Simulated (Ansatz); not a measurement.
Results of r²SCAN-D4 (plane waves, PAW; Ansatz, a program for electronic structure) for fcc Ag.

Input:

Ansatz 0.2 input:
```yaml
crystal:
  lattice:
    - [0.0, 2.041723633, 2.041723633]
    - [2.041723633, 0.0, 2.041723633]
    - [2.041723633, 2.041723633, 0.0]
  atoms:
    - { symbol: Ag, position: [0.0, 0.0, 0.0] }
basis:
  ecutwfc: 560
  ecutrho_ratio: 4
  xc_grid: 3
kpoints:
  mp_grid: { grid: [24, 24, 24] }
hamiltonian:
  xc: r2scan
  dispersion: d4
  pseudopotentials: { kind: paw }
scf:
  occupations: { method: fermi_dirac, width: 0.05 }
  convergence: { dr2_threshold: 0.0000000001 }
output:
  forces: false
  stress: true
  eigenvalues: true
```

The run printed, among other lines:

```
Crystal: 1 atoms, lattice volume = 17.022 Å³
Basis set: ecut = 560 eV, 531 PW (Γ), exchange–correlation on 72×72×72 points (27 copies of the dense FFT grid, shifted against one another)
Bands: 14, of which v1, the nominal top of the filled ones, is band 10 counted from 1 (9 counted from 0)
Symmetry: 48 space group operations
Space group: Fm-3m (ITA 225), of the structure as read, at distance tolerance 2.6e-5 Å
k-points: 413 of 13824
Functional: x = r2scan, c = r2scan; τ floored in thin density (d = 2e-4 eV/Å³)
SCF iter   1: F=—  HF=-7604.147233 eV  |F-HF|=—  |Δ(HF+E_count)|=         —  Δρ=1.10e-2  dr2=1.84e-2  dr2_τ=6.93e-4
SCF iter   2: F=—  HF=-7604.143916 eV  |F-HF|=—  |Δ(HF+E_count)|=   3.32e-3  Δρ=5.60e-3  dr2=3.59e-3  dr2_τ=4.53e-4
  ...
SCF iter   6: F=—  HF=-7604.144073 eV  |F-HF|=—  |Δ(HF+E_count)|=   3.09e-6  Δρ=7.02e-6  dr2=5.35e-9  dr2_τ=2.94e-10
SCF iter   7: F=-7604.144073 eV  HF=-7604.144073 eV  |F-HF|=1.17e-10  |Δ(HF+E_count)|=   6.55e-9  Δρ=6.13e-7  dr2=3.57e-11  dr2_τ=7.72e-12
SCF 1 converged in 7 iterations: F = -7604.144073 eV  dr2 = 3.57e-11
SCF converged after 7 iterations
Free energy (F): -7604.144073 eV
Internal energy: -7604.142478 eV  (E = F + TS)
E sigma→0 (E₀):  -7604.143276 eV
Fermi energy:    17.454207 eV
--- Stress (GPa, compression-positive) ---
       -0.010474      -0.000000       0.000000
       -0.000000      -0.010474      -0.000000
        0.000000      -0.000000      -0.010474
  P = ⅓ Tr σ = -0.0105 GPa (-0.105 kbar)
```

The PAW data were made under PBE.
